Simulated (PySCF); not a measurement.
Gas-phase XPS of `[SiH3][PH3+]`, computed

Compound: H6PSi (charge +1).
Bonds: Si1–P2. Hydrogens: H3, H4, H5 on Si1; H6, H7, H8 on P2.

The calculation used PySCF, delta-SCF UKS SCAN, pcX-2 on the ionised atom, pcseg-1 elsewhere, spin-free X2C. Each binding energy is the total energy of the core-ionised species, with the hole localised on one atom, minus that of the ground state; both are solved self-consistently, so orbital relaxation is included.

**Question.** Give the core binding energies atom by atom.

**Answer.** 
```json
{"atom(s)": "Si1", "bonded to": "3 H and P", "level": "Si 2p3/2", "binding energy (eV)": "113.17", "2p1/2 (eV)": "113.80", "count": "1"}
{"atom(s)": "P2", "bonded to": "3 H and Si", "level": "P 2p3/2", "binding energy (eV)": "143.97", "2p1/2 (eV)": "144.86", "count": "1"}
{"atom(s)": "Si1", "bonded to": "3 H and P", "level": "Si 1s", "binding energy (eV)": "1852.92", "2p1/2 (eV)": "–", "count": "1"}
{"atom(s)": "P2", "bonded to": "3 H and Si", "level": "P 1s", "binding energy (eV)": "2157.49", "2p1/2 (eV)": "–", "count": "1"}
```

**Question.** Give the binding energy of P 1s of P2 in hartree and in kJ/mol.

**Answer.** 2157.49 eV = 79.2863 Eh = 208166 kJ/mol.

**Question.** Which photon energy gives electrons from P 1s of P2 a kinetic energy of 50 eV, and what is their de Broglie wavelength?

**Answer.** hν = 2157.49 + 50 = 2207.49 eV, recoil neglected; λ = 12.264 Å/√(E/eV) = 1.73 Å.

Spin–orbit and ligand-field terms were added within each 2p shell after the spin-free SCF. 2p1/2 minus 2p3/2 (ligand field included): Si 0.63 eV, P 0.89 eV. The species carries charge +1, so core ionisation leaves charge +2. Geometry: GFN2-xTB; no solvent, vibrations or thermal averaging.
